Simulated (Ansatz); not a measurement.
# C8H18: up Jacob's ladder to CCSD(T)

Aim: compute C8H18 with functionals from several rungs and with coupled cluster. The yardstick is the atomisation energy at the CCSD(T) limit.

Computed with Ansatz 0.2.0, Gaussian basis. Level: functionals in def2-TZVPP, the program's frozen cores in correlated methods.

The runs, in order: LDA (SPW92), PBE-D4, revPBE-D4, BLYP-D4, r2SCAN-D4, B97M-V, PBE0-D4, B3LYP-D4, r2SCANh-D4, r2SCAN0-D4, HSE06-D4, BHLYP-D4, CAM-B3LYP-D4, LC-ωPBE, ωB97X-V, ωB97M-V, B2PLYP, PBE-QIDH; CCSD(T)/def2-SVP; CCSD(T)/def2-TZVPP; MP2/def2-QZVPP; extrapolation to the limit; RPA on PBE.

### Step 1. Structure used throughout

The geometry comes from an earlier relaxation with PBE0-D4 in a triple-zeta def2 set; it is a stationary point, not always the lowest conformer.

SMILES `CCC(C)(CC)CC`, 26 atoms, charge 0, spin multiplicity 1.

Atoms are counted from 1 here; the program's logs count them from 0.

Bond lengths: C1–C2 1.520 Å, C1–H9 1.093 Å, C1–H10 1.092 Å, C1–H11 1.092 Å, C2–C3 1.538 Å, C2–H12 1.097 Å, C2–H13 1.095 Å, C3–C4 1.527 Å, C3–C5 1.538 Å, C3–C7 1.536 Å, C4–H14 1.092 Å, C4–H15 1.094 Å, C4–H16 1.092 Å, C5–C6 1.520 Å, C5–H17 1.095 Å, C5–H18 1.097 Å, C6–H19 1.093 Å, C6–H20 1.092 Å and more. Angles: C2–C1–H9 111.9°, C2–C1–H10 110.4°, C2–C1–H11 112.1°, H9–C1–H10 107.2°, H9–C1–H11 107.7°, H10–C1–H11 107.2°, C1–C2–C3 116.6°, C1–C2–H12 109.1°, C1–C2–H13 108.9°, C3–C2–H12 107.5°, C3–C2–H13 108.6°, H12–C2–H13 105.5°, C2–C3–C4 109.6°, C2–C3–C5 106.6°, C2–C3–C7 111.5°, C4–C3–C5 109.6°, C4–C3–C7 108.1°, C5–C3–C7 111.4° and more.

### Step 2. LDA

This LDA is Slater exchange with PW92 correlation.

Contents of in.yaml:

```yaml
crystal:
  periodic: [false, false, false]
  atoms:
    - {symbol: C, position_ang: [0.710070, -2.043791, -1.469346]}
    - {symbol: C, position_ang: [0.083340, -1.563875, -0.170968]}
    - {symbol: C, position_ang: [-0.336217, -0.085235, -0.113320]}
    - {symbol: C, position_ang: [-1.457121, 0.168409, -1.118652]}
    - {symbol: C, position_ang: [-0.854808, 0.169491, 1.312190]}
    - {symbol: C, position_ang: [-1.253405, 1.597090, 1.646872]}
    - {symbol: C, position_ang: [0.835518, 0.844947, -0.459099]}
    - {symbol: C, position_ang: [2.056311, 0.738567, 0.438757]}
    - {symbol: H, position_ang: [1.652613, -1.533116, -1.680575]}
    - {symbol: H, position_ang: [0.926566, -3.113254, -1.415214]}
    - {symbol: H, position_ang: [0.050429, -1.890153, -2.326339]}
    - {symbol: H, position_ang: [-0.806097, -2.168229, 0.043563]}
    - {symbol: H, position_ang: [0.777770, -1.762515, 0.652672]}
    - {symbol: H, position_ang: [-1.125746, -0.024212, -2.141546]}
    - {symbol: H, position_ang: [-2.318628, -0.475082, -0.916665]}
    - {symbol: H, position_ang: [-1.796571, 1.206064, -1.083106]}
    - {symbol: H, position_ang: [-0.092818, -0.162371, 2.025873]}
    - {symbol: H, position_ang: [-1.714986, -0.491077, 1.473756]}
    - {symbol: H, position_ang: [-0.403255, 2.281276, 1.592902]}
    - {symbol: H, position_ang: [-2.027426, 1.976599, 0.976002]}
    - {symbol: H, position_ang: [-1.650067, 1.653392, 2.663255]}
    - {symbol: H, position_ang: [0.469912, 1.877095, -0.450460]}
    - {symbol: H, position_ang: [1.132207, 0.654523, -1.495803]}
    - {symbol: H, position_ang: [1.818902, 0.974282, 1.479072]}
    - {symbol: H, position_ang: [2.490064, -0.264261, 0.419782]}
    - {symbol: H, position_ang: [2.833464, 1.435413, 0.116375]}
basis:
  gaussian: {orbitals: def2-TZVPP}
hamiltonian: {xc: lda}
output: {orbitals: {seedname: orbitals}}
```

Further steps of the session: PBE-D4 (GGA); revPBE-D4 (GGA); BLYP-D4 (GGA); r2SCAN-D4 (meta-GGA); B97M-V (meta-GGA); PBE0-D4 (hybrid); B3LYP-D4 (hybrid); r2SCANh-D4 (hybrid); r2SCAN0-D4 (hybrid); HSE06-D4 (hybrid); BHLYP-D4 (hybrid); CAM-B3LYP-D4 (range-separated); LC-ωPBE-D4 (range-separated); ωB97X-V (range-separated); ωB97M-V (range-separated); B2PLYP (double hybrid); PBE-QIDH (double hybrid); CCSD(T) in def2-SVP; CCSD(T) in def2-TZVPP; MP2 in def2-QZVPP; RPA on PBE orbitals.

Q: Predict the results of all the runs planned. Wanted: atomisation energy, CCSD(T)/CBS; farthest beyond LDA; mean size of error, GGA; mean size of error, meta-GGA; mean size of error, hybrid; mean size of error, range-separated; mean size of error, double hybrid; gap, smallest and largest; T1 diagnostic.

The runs gave:

```
                               quantity                                                                                                  value
        atomisation energy, CCSD(T)/CBS                                                                                         10375.4 kJ/mol
 functionals within 51.9 kJ/mol (0.5 %)  revPBE-D4, r2SCAN-D4, B97M-V, B3LYP-D4, r2SCANh-D4, CAM-B3LYP-D4, LC-ωPBE, ωB97X-V, ωB97M-V, PBE-QIDH
                    farthest beyond LDA                                                                               BHLYP-D4 (-198.5 kJ/mol)
                mean size of error, GGA                                                                                            89.8 kJ/mol
           mean size of error, meta-GGA                                                                                            15.7 kJ/mol
             mean size of error, hybrid                                                                                            68.7 kJ/mol
    mean size of error, range-separated                                                                                            25.0 kJ/mol
      mean size of error, double hybrid                                                                                            54.6 kJ/mol
              gap, smallest and largest                                                              7.17 eV (LDA (SPW92)), 14.19 eV (LC-ωPBE)
                          T1 diagnostic                                                                                                 0.0087
triples share of the correlation energy                                                                                                  3.8 %
```

**Reading.** The LDA atomisation energy is off by 1343.7 kJ/mol (13 %): it overbinds. PBE-D4 misses by +161.8 kJ/mol. Double hybrids carry the basis error of their MP2 part in triple zeta, and no dispersion term here, so their miss is partly the set-up's. The rungs meta-GGA, range-separated miss on average by less than the doubt on the reference (51.9 kJ/mol), so they tie. Misses under about 51.9 kJ/mol are within the doubt on the reference itself, which lacks core-valence correlation, relativity and higher excitations. Hartree-Fock recovers 76 % of the binding; the rest is correlation. CCSD(T) in def2-SVP is off by -351.8 kJ/mol, more than most functionals: a good method in a small basis is no reference. The gap grows from 7.2 to 14.2 eV across the functionals, mostly with the share of exact exchange.
